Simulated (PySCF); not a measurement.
The same gas-phase reaction for C, Si, Ge, Sn:
- CO2 + H2 → CO + H2O
- SiO2 + H2 → SiO + H2O
- GeO2 + H2 → GeO + H2O
- SnO2 + H2 → SnO + H2O

Method: PySCF energies plus ideal-gas RRHO corrections (1 bar). † marks an energy on the PBE0/def2-TZVP geometry and frequencies. CCSD(T) freezes the core. All species are closed-shell singlets. B3LYP is the form with VWN-RPA correlation. Sn: scalar-relativistic def2 core potential, no spin-orbit coupling. Ge: all electrons, no relativistic terms. GeO2, SnO2: computed as isolated molecules; such fragments, hydroxides, amides, oligomers or adducts are transient or little studied in the gas. CCSD(T) isn't extrapolated to the basis-set limit. Warning, large T1 diagnostic: GeO, GeO2, SiO, SiO2, SnO, SnO2 (CCSD(T)/def2-SVP†).

ΔH°(298 K) in kJ, by level:

```tsv
level	C	Si	Ge	Sn
ωB97M-V/def2-TZVP†	54.1	-61.7	-192.4	-252.9
CCSD(T)/def2-SVP†	64.3	…	-194.2	-278.8
HF/def2-TZVP†	24.7	…	-226.0	-300.5
B3LYP/def2-TZVP†	76.0	…	-181.1	-242.5
ωB97X-V/def2-TZVP†	65.7	…	-178.1	-241.1
```

Task: Fill in the missing entries.

Result: 
- CCSD(T)/def2-SVP†, Si: -85.2
- HF/def2-TZVP†, Si: -85.9
- B3LYP/def2-TZVP†, Si: -47.9
- ωB97X-V/def2-TZVP†, Si: -50.9
